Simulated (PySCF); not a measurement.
# S2F2 (Thio-thionyl fluoride) at r2SCAN/STO-6G

What is the energy change on altering one bond length of S2F2 (Thio-thionyl fluoride) at r2SCAN/STO-6G? 

Program for the calculation: PySCF 2.14.0.

8 further runs of the same task are left out: 8 set aside as unsound or not needed.

## Step 1: The molecule

S2F2: 4 atoms, total charge 0, spin state singlet. As SMILES, `FS(F)=S`. Geometry: relaxed at PBE0-D4/def2-TZVP.

Bond lengths: F1–S2 1.606 Å, S2–F3 1.606 Å, S2–S4 1.859 Å. Angles: F1–S2–F3 92.0°, F1–S2–S4 107.9°, F3–S2–S4 107.9°.

## Step 2: A single-point energy at r2SCAN/STO-6G

calc.py reads:

```python
from pyscf import gto, dft

mol = gto.M(
    atom='F 0.734930 0.336790 1.199050; S -0.480890 -0.090070 0.240730; F 0.313460 -1.382440 -0.286190; S -0.567510 1.135710 -1.153590',
    basis='sto-6g',
    verbose=4,
    max_memory=1860,
)

myscf = dft.RKS(mol, xc='r2scan')
myscf.conv_tol = 1e-10
myscf.grids.level = 5
myscf.kernel()
if not myscf.converged:
    myscf = myscf.newton().run(myscf.mo_coeff, myscf.mo_occ)

energy = myscf.e_tot
print(f'total energy: {energy:.8f} hartree')
```

The run is started by

```
OMP_NUM_THREADS=1 python calc.py
```

Standard output:

```text
PySCF version 2.14.0

[INPUT] num. atoms = 4
[INPUT] num. electrons = 50
[INPUT] charge = 0
[INPUT] spin (= nelec alpha-beta = 2S) = 0
[INPUT] symmetry False subgroup None
[INPUT] Mole.unit = angstrom
[INPUT] Symbol           X                Y                Z      unit          X                Y                Z       unit  Magmom
[INPUT]  1 F      0.734930000000   0.336790000000   1.199050000000 AA    1.388816420727   0.636440861492   2.265876109660 Bohr   0.0
[INPUT]  2 S     -0.480890000000  -0.090070000000   0.240730000000 AA   -0.908750396042  -0.170207632040   0.454913769967 Bohr   0.0
[INPUT]  3 F      0.313460000000  -1.382440000000  -0.286190000000 AA    0.592353551006  -2.612432983644  -0.540820719589 Bohr   0.0
[INPUT]  4 S     -0.567510000000   1.135710000000  -1.153590000000 AA   -1.072438472952   2.146180856930  -2.179969160037 Bohr   0.0

nuclear repulsion = 240.671041824325
number of shells = 16
number of NR pGTOs = 168
number of NR cGTOs = 28
basis = sto-6g
ecp = {}

******** <class 'pyscf.dft.rks.RKS'> ********
method = RKS
initial guess = minao
damping factor = 0
level_shift factor = 0
DIIS = <class 'pyscf.scf.diis.CDIIS'>
diis_start_cycle = 1
diis_space = 8
diis_damp = 0
SCF conv_tol = 1e-10
SCF conv_tol_grad = None
SCF max_cycles = 50
direct_scf = True
direct_scf_tol = 1e-13
XC library pyscf.dft.libxc version 7.0.0
    S. Lehtola, C. Steigemann, M. J.T. Oliveira, and M. A.L. Marques.,  SoftwareX 7, 1–5 (2018)
XC functionals = r2scan
    J. W. Furness, A. D. Kaplan, J. Ning, J. P. Perdew, and J. Sun.,  J. Phys. Chem. Lett. 11, 8208-8215 (2020)
    J. W. Furness, A. D. Kaplan, J. Ning, J. P. Perdew, and J. Sun.,  J. Phys. Chem. Lett. 11, 9248-9248 (2020)
    J. W. Furness, A. D. Kaplan, J. Ning, J. P. Perdew, and J. Sun.,  J. Phys. Chem. Lett. 11, 8208-8215 (2020)
    J. W. Furness, A. D. Kaplan, J. Ning, J. P. Perdew, and J. Sun.,  J. Phys. Chem. Lett. 11, 9248-9248 (2020)
radial grids:
    Treutler-Ahlrichs [JCP 102, 346 (1995); DOI:10.1063/1.469408] (M4) radial grids

becke partition: Becke, JCP 88, 2547 (1988); DOI:10.1063/1.454033
pruning grids: <function nwchem_prune>
grids dens level: 5
symmetrized grids: False
atomic radii adjust function: <function treutler_atomic_radii_adjust>
small_rho_cutoff = 0
Set gradient conv threshold to 1e-05
Initial guess from minao.
tot grids = 173856
init E= -992.583406477109
  HOMO = -0.282293897984376  LUMO = -0.0505422519070179  gap/eV = 6.30628
cycle= 1 E= -991.792117112155  delta_E= 0.791  |g|= 0.729  |ddm|= 3.14
  HOMO = -0.0224415763596051  LUMO = 0.0572358035877671  gap/eV = 2.16813
cycle= 2 E= -991.430070947047  delta_E= 0.362  |g|= 1.18  |ddm|= 3.29
  HOMO = -0.0700958364542271  LUMO = 0.118022231767597  gap/eV = 5.11895
cycle= 3 E= -991.852434172299  delta_E= -0.422  |g|= 0.585  |ddm|= 2.83
  HOMO = -0.0575447197082825  LUMO = 0.0855044040452735  gap/eV = 3.89256
cycle= 4 E= -992.006649303236  delta_E= -0.154  |g|= 0.128  |ddm|= 1.44
  HOMO = -0.0685458243560048  LUMO = 0.0841987294148751  gap/eV = 4.15639
cycle= 5 E= -992.013988979855  delta_E= -0.00734  |g|= 0.0165  |ddm|= 0.251
  HOMO = -0.0686413429372662  LUMO = 0.0853541480319772  gap/eV = 4.19043
cycle= 6 E= -992.014099341045  delta_E= -0.00011  |g|= 0.00131  |ddm|= 0.0285
  HOMO = -0.0686605109183594  LUMO = 0.0854022795934843  gap/eV = 4.19226
cycle= 7 E= -992.014100003136  delta_E= -6.62e-07  |g|= 9.93e-05  |ddm|= 0.00208
  HOMO = -0.068658507643657  LUMO = 0.085406028501117  gap/eV = 4.19231
cycle= 8 E= -992.014100004326  delta_E= -1.19e-09  |g|= 9.25e-05  |ddm|= 0.000371
  HOMO = -0.0686583859105984  LUMO = 0.0854065821011608  gap/eV = 4.19232
cycle= 9 E= -992.014100008212  delta_E= -3.89e-09  |g|= 6.88e-06  |ddm|= 0.000189
  HOMO = -0.0686586181919644  LUMO = 0.0854069357408383  gap/eV = 4.19234
cycle= 10 E= -992.014100008233  delta_E= -2.05e-11  |g|= 1.32e-07  |ddm|= 1.32e-05
  HOMO = -0.0686586184154943  LUMO = 0.0854069063929964  gap/eV = 4.19234
Extra cycle  E= -992.014100008232  delta_E= 6.82e-13  |g|= 1.86e-07  |ddm|= 5.71e-07
converged SCF energy = -992.014100008232
total energy: -992.01410001 hartree
```

Run time: 7.5 s. Hardware: 1 thread of Arm Neoverse V1, shared host; peak memory 0.24 GiB.

## Step 3: The distorted shape, same level

job.py reads:

```python
from pyscf import gto, dft

molecule = gto.Mole()
molecule.atom = [
    ('F', (1.342841, 0.550220, 1.678211)),
    ('S', (-0.480890, -0.090070, 0.240730)),
    ('F', (0.313460, -1.382440, -0.286190)),
    ('S', (-0.567510, 1.135710, -1.153590)),
]
molecule.basis = 'sto-6g'
molecule.max_memory = 1860
molecule.verbose = 3
molecule.spin = 0
molecule.build()

mf = dft.RKS(molecule)
mf.xc = 'r2scan'
mf.grids.level = 5
mf.conv_tol = 1e-10
mf.kernel()
if not mf.converged:
    mf = mf.newton().run(mf.mo_coeff, mf.mo_occ)

etot = mf.e_tot
print('E(%s) = %.9f' % ('R2SCAN', etot))
```

The run is started by

```
OMP_NUM_THREADS=1 python job.py
```

Standard output:

```text
converged SCF energy = -991.979390144002
E(R2SCAN) = -991.979390144
```

It took 26 s on 1 thread of Arm Neoverse V1, shared host; peak memory 0.24 GiB.

## Step 4: Results

At r2SCAN/STO-6G:

| quantity | value |
| --- | --- |
| first shape: total energy | -992.01410 Eh |
| first shape: dipole moment | 1.61 D |
| first shape: HOMO energy | -1.87 eV |
| first shape: LUMO energy | 2.32 eV |
| first shape: HOMO–LUMO gap | 4.19 eV |
| distorted shape: total energy | -991.97939 Eh |
| distorted shape: dipole moment | 1.89 D |
| distorted shape: HOMO energy | -1.47 eV |
| distorted shape: LUMO energy | -1.02 eV |
| distorted shape: HOMO–LUMO gap | 0.45 eV |
| energy change with the F1–S2 bond stretched from 1.606 to 2.409 Å | 0.945 eV |

In words: One bond (distorted shape) is far stretched, which a spin-restricted single reference describes badly; a broken-symmetry solution may lie lower. With the F1–S2 bond stretched from 1.606 to 2.409 Å the energy rises by 0.94 eV (21.8 kcal/mol). The first shape isn't relaxed at this level, so the change isn't measured from a minimum. A restricted reference can't describe the breaking bond well at this length. The minimal basis adds a large error of its own. Mulliken charges (distorted shape) run from -0.19 on F1 to +0.39 on S2; they depend strongly on the basis.
